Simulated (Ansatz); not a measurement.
Two isomers of C4H6O: A = `C=C=CCO`, B = `CC#COC`.

Program: Ansatz. Geometries: PBE0-D4/def2-TZVP. ΔE: electronic, gas phase. CCSD(T)/CBS is the MP2 limit (def2-TZVPP, def2-QZVPP) plus CCSD(T) − MP2 in def2-TZVPP, frozen cores. DFT in def2-TZVPP. B3LYP here is the variant with VWN-RPA as its local correlation; programs differ in this. Each species was taken in one conformer, which may not be the lowest.

(1) Which is lower in electronic energy at CCSD(T)/CBS, and by how much? (An estimate is asked.)

(2) Give E(B) − E(A) in kcal/mol with ωB97M-V, PBE-D4, MP2/def2-TZVPP, B3LYP, r2SCAN-D4, CCSD/def2-TZVPP, B2PLYP. (Estimate.)

Largest T1 diagnostic: 0.012.

Results:

(1) The calculation gave: A, by 15.7 kcal/mol.

(2) The calculation gave: ωB97M-V 15.4, PBE-D4 16.2, MP2/def2-TZVPP 12.6, B3LYP 14.9, r2SCAN-D4 16.4, CCSD/def2-TZVPP 14.8, B2PLYP 13.8. None reverses the order clearly.
